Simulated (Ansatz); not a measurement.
# GaC⁺, singlet: reading a ladder of total energies

Geometry: a PBE0/def2-TZVP stationary point for this spin. The triplet lies 1.2 eV lower here.

```xyz
2

C     0.0000    0.0000    0.0000
Ga    0.0000    0.0000    2.0328
```

Basis cc-pVDZ; Ansatz 0.2.0. Only valence electrons are correlated (noble-gas cores and the filled d shells of p-block atoms frozen), which leaves 6 electrons in 26 orbitals. R marks a restricted (for open shells ROHF) determinant. No spin–orbit coupling is included, and no scalar relativity.

Full CI is exact within this basis and frozen core; it isn't the basis-set limit.

The determinant fills πx and πy unequally, so it is a mixture of Σ and Δ, which weighs on every level built on one determinant.

RCCSD has a T1 diagnostic of 0.063 and a largest doubles amplitude of 0.18.

The cluster runs stand on a determinant 0.07 eV above the lowest RHF solution, chosen by a search with trial CCSD; the correlation energy below is counted from it.

Runs differ by some tens of microhartree through their thresholds, so steps under 0.03 kcal/mol mean nothing.

```csv
level,total energy (hartree)
RHF determinant under the cluster runs,-1960.563557
RMP2,-1960.679488
RCCSD*,-1960.725187
RCCSD(T)*,-1960.733976
RCCSDT*,-1960.739619
RCCSDT(Q)*,-1960.742946
RCCSDTQ*,-1960.742963
full CI,-1960.743046
```

Q: What is the correlation energy at full CI, and what share of it do RMP2 and RCCSD(T) recover?

A: E(corr) = -1960.743046 − (-1960.563557) = -0.179489 hartree = -4.884 eV. RMP2: -0.115931 / -0.179489 = 64.59 %. RCCSD(T): -0.170419 / -0.179489 = 94.95 %.

Q: By how many kcal/mol does RCCSD(T) miss full CI (1 hartree = 627.509 kcal/mol), and which steps make up the rest?

A: -1960.733976 − (-1960.743046) = 0.009070 hartree = 5.69 kcal/mol. Steps: RCCSDT − RCCSD(T) = -3.54, RCCSDT(Q) − RCCSDT = -2.09, RCCSDTQ − RCCSDT(Q) = -0.01, full CI − RCCSDTQ = -0.05 kcal/mol. With more than one leading determinant such errors change with state and geometry, and needn't cancel in differences.

An asterisk marks runs whose energy the program itself flagged as in doubt.
